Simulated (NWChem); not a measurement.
# Correlation energy of CH3

```
C
H 1 1.0908
H 1 1.0908 2 120.00
H 1 1.0908 2 120.00 3 180.00
```
Charge 0, spin multiplicity 2.

All runs are NWChem calculations. The geometry was optimised at UB3LYP/def2-SVP, a minimum by its harmonic frequencies.

Basis set: 3-21G. Each correlation energy counts from its own Hartree-Fock reference.

The correlated methods keep 1 core orbital frozen. The structure started from a generated list of species. The unpaired electrons of the parent sit in orbitals of symmetry b2 (C2v labels of the run); other states weren't searched. No SCF solution was tested for a lower state. Open-shell Hartree-Fock references start from PBE0 orbitals. Coupled-cluster values serve here as a point of comparison, not as the truth.

```json
[
 {"method": "UMP2", "correlation energy (mHa)": "-76.2"},
 {"method": "SCS-UMP2", "correlation energy (mHa)": "?"},
 {"method": "CCSD on UHF", "correlation energy (mHa)": "?"},
 {"method": "CCSD[T] on UHF", "correlation energy (mHa)": "-95.2"},
 {"method": "CCSD(T) on UHF", "correlation energy (mHa)": "-95.2"},
 {"method": "CCSD on ROHF", "correlation energy (mHa)": "?"},
 {"method": "CCSD[T] on ROHF", "correlation energy (mHa)": "-98.6"},
 {"method": "CCSD(T) on ROHF", "correlation energy (mHa)": "-98.6"},
 {"method": "CCSDT on ROHF", "correlation energy (mHa)": "-98.7"}
]
```

Q: Complete the blanks.

A: 
- SCS-UMP2, correlation energy (mHa): -80.4
- CCSD on UHF, correlation energy (mHa): -94.0
- CCSD on ROHF, correlation energy (mHa): -97.3
